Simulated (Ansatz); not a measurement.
OSi, SMILES `[O+]#[Si-]` (excited triplet) (charge 0, multiplicity 3). This triplet is an excited state, 3.87 eV above the relaxed singlet at the level frozen-core full CI/6-31g // B3LYP-D3(BJ)/def2-TZVP (Ansatz, an electronic-structure program).

Computed with HSE06/cc-pVTZ // B3LYP-D3(BJ)/def2-TZVP (Ansatz).

Ansatz 0.2 input:
```yaml
crystal:
  periodic: [false, false, false]
  atoms:
    - { symbol: O, position_ang: [0.786964, -0.000004, -0.000003] }
    - { symbol: Si, position_ang: [-0.786964, 0.000004, 0.000003] }
basis:
  gaussian: { orbitals: cc-pVTZ }
hamiltonian:
  xc: hse06
magnetization:
  spin_polarized: true
  initial_magnetization: 2
```

Output:

```
Functional definition: HSE06
451 factors; their error is unknown
30 factors; integrals over basis functions are off by at most 6.7e-5 eV
mean field evaluation 1: about -9908.0073 eV, gradient 4.4e1 eV
mean field evaluation 2: about -9795.1084 eV, gradient 1.3e2 eV
mean field evaluation 4: about -9915.5864 eV, gradient 7.4e0 eV
mean field evaluation 8: about -9915.8648 eV, gradient 1.1e-1 eV
mean field evaluation 16: about -9915.8981 eV, gradient 8.6e-5 eV
mean field evaluation 32: about -9915.8484 eV, gradient 2.9e0 eV
mean field -9915.89809335 eV, -364.4025336936 hartree, gradient 1.9e-5 eV, S^2 2.010259; 3 other end points of the search recorded, 0 dependent functions left out
reference -9915.89811998 eV, -364.4025346723 hartree; 12, 10 occupied and 52, 54 virtual orbitals, 451 factors
Total energy: -9915.89811998 eV, -364.4025346723 hartree
```
